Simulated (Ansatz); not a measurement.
# CH5FSi (SMILES FC[SiH3]): single points off equilibrium

One table from this session's results is given with a row withheld; the runs are named, their logs left out.

Computed with Ansatz 0.2.0, Gaussian basis. Level: single points in def2-TZVPP.

Cores are frozen in the correlated methods.

### The starting structure

SMILES `FC[SiH3]`, 8 atoms, charge 0, spin multiplicity 1.

Atoms are counted from 1 here; the program's logs count them from 0.

Bond lengths: F1–C2 1.341 Å, C2–Si3 1.862 Å, C2–H4 1.094 Å, C2–H5 1.131 Å, Si3–H6 1.493 Å, Si3–H7 1.439 Å, Si3–H8 1.414 Å. Angles: F1–C2–Si3 109.4°, F1–C2–H4 107.9°, F1–C2–H5 104.1°, Si3–C2–H4 114.8°, Si3–C2–H5 110.4°, H4–C2–H5 109.8°, C2–Si3–H6 104.6°, C2–Si3–H7 111.9°, C2–Si3–H8 108.1°, H6–Si3–H7 109.9°, H6–Si3–H8 112.3°, H7–Si3–H8 110.0°.

Geometry (Å):

| atom | x (Å) | y (Å) | z (Å) |
| --- | --- | --- | --- |
| F1 | -0.6940 | -0.4570 | -1.6625 |
| C2 | -0.5146 | 0.4185 | -0.6625 |
| Si3 | 0.4834 | -0.3841 | 0.6885 |
| H4 | -1.4990 | 0.7805 | -0.3518 |
| H5 | 0.0706 | 1.2614 | -1.1370 |
| H6 | 0.6864 | 0.6957 | 1.6992 |
| H7 | 1.7574 | -0.8523 | 0.2102 |
| H8 | -0.2667 | -1.4667 | 1.2040 |

Set-up of the first run:

The input, run/in.yaml:

```yaml
crystal:
  periodic: [false, false, false]
  atoms:
    - {symbol: F, position_ang: [-0.694000, -0.457000, -1.662500]}
    - {symbol: C, position_ang: [-0.514600, 0.418500, -0.662500]}
    - {symbol: Si, position_ang: [0.483400, -0.384100, 0.688500]}
    - {symbol: H, position_ang: [-1.499000, 0.780500, -0.351800]}
    - {symbol: H, position_ang: [0.070600, 1.261400, -1.137000]}
    - {symbol: H, position_ang: [0.686400, 0.695700, 1.699200]}
    - {symbol: H, position_ang: [1.757400, -0.852300, 0.210200]}
    - {symbol: H, position_ang: [-0.266700, -1.466700, 1.204000]}
basis:
  gaussian: {orbitals: def2-TZVPP}
correlation: {method: ccsd_t}
output: {forces: true}
```

No record of the launch command was kept for these runs.

Steps of the session up to this table: CCSD(T)/def2-TZVPP; PBE0-D4/def2-TZVPP; wB97M-V/def2-TZVPP; r2SCAN-D4/def2-TZVPP; PBE-D4/def2-TZVPP; SPW92/def2-TZVPP; wB97X-V/def2-TZVPP.

One table of the session follows, with a row left open; its other results are not shown here.

| method | RMS force component (eV/Å) | angle to CCSD(T) forces (°) | dipole (D) |
| --- | --- | --- | --- |
| CCSD(T) | 0.913 | reference | 1.24 |
| PBE0-D4 | ? | ? | ? |
| wB97M-V | 0.893 | 2.8 | 1.22 |
| r2SCAN-D4 | 0.905 | 3.7 | 1.16 |
| PBE-D4 | 0.950 | 8.8 | 1.10 |
| SPW92 | 0.795 | 17.2 | 1.18 |
| wB97X-V | 0.916 | 3.0 | 1.24 |

Estimate the missing values for PBE0-D4.

As computed: RMS force component (eV/Å): 0.846; angle to CCSD(T) forces (°): 6.6; dipole (D): 1.21. In the column «RMS force component (eV/Å)» it lies between SPW92 (0.795) and wB97M-V (0.893).
